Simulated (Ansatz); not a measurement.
# Which is lower?

The two ends of one reaction step of SiNH6F, closed shell (PBE0-D4/def2-TZVP).

A:

Si1  (-0.599, 1.168, -0.300)
N2  (0.579, -1.316, 0.280)
H3  (-0.302, 0.548, -1.609)
H4  (-1.603, 0.424, 0.491)
H5  (-1.154, 2.527, -0.563)
H6  (1.543, -1.225, -0.016)
F7  (0.735, 1.466, 0.544)
H8  (0.585, -1.418, 1.288)
H9  (0.214, -2.174, -0.114)
(Å)

B:

```xyz
9
angstrom
Si -1.0061 0.3970 -0.2762
N 0.2314 -0.6914 0.3250
H -0.6962 0.6599 -1.7003
H -2.3818 -0.1623 -0.1734
H -0.9252 1.6339 0.5342
H 1.7218 0.0858 0.1392
F 2.5505 0.5463 0.0236
H 0.1761 -0.9083 1.3125
H 0.3296 -1.5608 -0.1847
```

Program: Ansatz 0.2.0. Basis: def2-TZVPP. Cores are frozen in the correlated methods. B3LYP uses VWN-RPA correlation.

Task: Which structure is lower at CCSD(T), and by how much? (To be estimated.)

Result: The calculation gives: A, by 0.604 eV (electronic energy, against the other). By their contacts, A is a complex of SiH₃F ([F][SiH3]) + NH₃ and B is a complex of SiNH₅ ([NH2][SiH3]) + HF.

All methods give the same order:

| method | E(B) − E(A) (eV) |
| --- | --- |
| SPW92 | 0.410 |
| PBE-D4 | 0.502 |
| BLYP-D4 | 0.578 |
| r2SCAN-D4 | 0.606 |
| B97M-V | 0.720 |
| PBE0-D4 | 0.526 |
| B3LYP-D4 | 0.594 |
| r2SCAN0-D4 | 0.601 |
| BHLYP-D4 | 0.650 |
| CAM-B3LYP-D4 | 0.602 |
| wB97X-V | 0.614 |
| wB97M-V | 0.637 |
| B2PLYP | 0.608 |
| PBE-QIDH | 0.561 |
| RPA on PBE | 0.631 |
| HF | 0.765 |
| MP2 | 0.580 |
| CCSD | 0.627 |
| CCSD(T) | 0.604 |

No T1 diagnostic of these runs exceeds 0.010.

Labels in which every atom is bracketed show which atoms are joined, not bond orders.

For scale, one of the runs: CCSD(T)/def2-TZVPP, 188 basis functions (an equivalent command: `ansatz run in.yaml --threads 2`). Hardware: 2 CPU threads, shared host. Wall time 45 s; peak host memory 2 GiB.
